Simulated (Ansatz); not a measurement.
**NH₂O (doublet): the correlation ladder, def2-TZVPP**

The task here is to estimate one member of a computed series from the others.

Program: Ansatz 0.2.0, Gaussian basis. Level of theory: def2-TZVPP, core rule «outside noble gas», up to 2 orbitals frozen. These are calculated values, not measurements.

The runs, in order: UHF; ROHF; CCSD(T) on UHF.

2 further runs of the same task are left out: 2 set aside as unsound or not needed.

## What is computed

The geometry is a PBE0/def2-TZVP stationary point (not a proven minimum).

4 atoms, charge 0, spin multiplicity 2.

Atoms are counted from 1 here; the program's logs count them from 0.

Bond lengths: N1–O2 1.262 Å, N1–H3 1.014 Å, N1–H4 1.014 Å. Angles: O2–N1–H3 120.2°, O2–N1–H4 120.2°, H3–N1–H4 119.6°.

Set-up of the first run:

File in.yaml:

```yaml
crystal:
  periodic: [false, false, false]
  atoms:
    - {symbol: N, position_ang: [0.000000, 0.000000, 0.598418]}
    - {symbol: O, position_ang: [0.000000, 0.000000, -0.663532]}
    - {symbol: H, position_ang: [0.000000, 0.876220, 1.108323]}
    - {symbol: H, position_ang: [0.000000, -0.876220, 1.108323]}
basis:
  gaussian: {orbitals: def2-TZVPP}
magnetization: {spin_polarized: true, initial_magnetization: 1}
hamiltonian: {xc: hf}
output: {orbitals: {seedname: orbitals}}
```

Run with:

```sh
ansatz run in.yaml --threads 1 --pin off --events-out ev --progress --plain --max-ram 4096MiB --backend cpu
```

Steps of the session up to this table: UHF; ROHF; CCSD(T) on UHF.

One table of the session follows, with a row left open; its other results are not shown here.

```
  method  from UCCSD(T) (kJ/mol)
    ROHF                 +1217.2
     UHF                       ?
    UMP2                   +84.8
   UCCSD                   +41.4
UCCSD(T)                       0
```

**Question.** Estimate the row for UHF.

As computed: from UCCSD(T) (kJ/mol): +1194.6. In the column «from UCCSD(T) (kJ/mol)» it lies between UMP2 (+84.8) and ROHF (+1217.2).

With the free atoms at the same levels and basis (separate runs), the atomisation energy is 11.350 eV at UCCSD(T), 6.467 eV at ROHF.
